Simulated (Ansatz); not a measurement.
Reaction (hydrogenolysis of a C–C bond): `N#CC(F)CO` + H₂ → CH₃OH + `N#CCF`

Calculated with Ansatz (gas phase, PBE0-D4/def2-TZVP geometries, no zero-point term in ΔE). CBS: MP2 limit from def2 TZ/QZ plus the TZ coupled-cluster correction, frozen cores. This one scheme is used for every species. Functionals use def2-TZVPP. B3LYP here is the variant with VWN-RPA as its local correlation; programs differ in this. Each species was taken in one conformer, which may not be the lowest.

`N#CC(F)CO`:

Cartesian coordinates in Å:
```
N -1.631 0.616 -2.280
C -1.234 0.343 -1.238
C -0.680 0.032 0.079
F -1.054 -1.246 0.447
C 0.838 0.116 0.078
O 1.348 -0.101 1.360
H -1.093 0.723 0.821
H 1.228 -0.599 -0.657
H 1.135 1.120 -0.231
H 1.143 -1.004 1.621
```

H₂:

```xyz
2

H     0.150   -0.311   -0.142
H    -0.150    0.311    0.142
```

CH₃OH:

Cartesian coordinates in Å:
```
C 0.290 -0.189 -0.083
O -0.801 0.234 0.701
H 0.813 -0.959 0.485
H 0.999 0.624 -0.286
H -0.025 -0.626 -1.038
H -1.276 0.915 0.221
```

`N#CCF`:

Cartesian coordinates in Å:
```
N 1.476 -0.142 1.533
C 0.685 -0.068 0.704
C -0.299 0.008 -0.373
F -1.433 0.648 0.050
H -0.558 -1.004 -0.698
H 0.129 0.558 -1.216
```

| level | ΔE (kcal/mol) | difference from CCSD(T)/CBS |
| --- | --- | --- |
| PBE-D4 | -6.4 | 0.6 |
| B3LYP-D4 | -7.9 | -0.9 |
| ωB97M-V | -6.7 | 0.3 |
| r2SCAN | -6.4 | 0.6 |
| B3LYP | -10.1 | -3.1 |
| MP2/def2-TZVPP | -6.2 | 0.8 |
| CCSD(T)/def2-TZVPP | -7.0 | 0.0 |
| HF/def2-QZVPP | -12.7 | -5.7 |
| MP2/def2-QZVPP | -6.2 | 0.8 |
| HF/CBS(def2) | -12.7 | -5.7 |
| CCSD(T)/CBS | -7.0 | 0 |

Largest T1 diagnostic among the species: 0.013.

From PBE to PBE0 (25 % exact exchange), in def2-TZVPP and without D4, ΔE moves by −0.7 kcal/mol. In def2-TZVPP, CCSD(T) changes the Hartree–Fock value by +5.5 kcal/mol (the triples alone add +1.2 kcal/mol) and MP2 by +6.3 kcal/mol.
